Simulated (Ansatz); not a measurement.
# SiHO radical: one structure at several levels

One table from this session's results is given with a row withheld; the runs are named, their logs left out.

Computed with Ansatz 0.2.0, Gaussian basis. Level: single points in def2-TZVPP.

Cores are frozen in the correlated methods. Orbitals are unrestricted.

### Where the work starts

3 atoms, charge 0, spin multiplicity 2.

Atoms are counted from 1 here; the program's logs count them from 0.

Bond lengths: O1–Si2 1.483 Å, Si2–H3 1.438 Å. Angles: O1–Si2–H3 128.6°.

Coordinates:

```xyz
3
charge 0, multiplicity 2
O     0.74370    0.98260    0.57920
Si    0.24810   -0.32510    0.08500
H    -1.00130   -0.62580   -0.56080
```

The first run:

run/in.yaml reads:

```yaml
crystal:
  periodic: [false, false, false]
  atoms:
    - {symbol: O, position_ang: [0.743700, 0.982600, 0.579200]}
    - {symbol: Si, position_ang: [0.248100, -0.325100, 0.085000]}
    - {symbol: H, position_ang: [-1.001300, -0.625800, -0.560800]}
basis:
  gaussian: {orbitals: def2-TZVPP}
magnetization: {spin_polarized: true, initial_magnetization: 1}
correlation: {method: ccsd_t}
scf: {omitted_lower_state_checks: [cluster_reference]}
output: {forces: true}
```

No record of the launch command was kept for these runs.

Among the steps run: CCSD(T)/def2-TZVPP; PBE0-D4/def2-TZVPP; wB97M-V/def2-TZVPP; r2SCAN-D4/def2-TZVPP; PBE-D4/def2-TZVPP; r2SCANh-D4/def2-TZVPP; revPBE-D4/def2-TZVPP.

One of the session's tables, all rows but one given; the rest of the session is left out.

| method | RMS force component (eV/Å) | angle to CCSD(T) forces (°) | dipole (D) |
| --- | --- | --- | --- |
| CCSD(T) | 1.466 | reference | 3.16 |
| PBE0-D4 | 1.225 | 10.5 | 3.28 |
| wB97M-V | ? | ? | ? |
| r2SCAN-D4 | 1.350 | 5.9 | 3.13 |
| PBE-D4 | 1.683 | 1.5 | 2.97 |
| r2SCANh-D4 | 1.220 | 9.2 | 3.23 |
| revPBE-D4 | 1.771 | 1.0 | 2.94 |

Estimate the missing values for wB97M-V.

As computed: RMS force component (eV/Å): 1.219; angle to CCSD(T) forces (°): 9.1; dipole (D): 3.36. In the column «RMS force component (eV/Å)» it is the lowest.
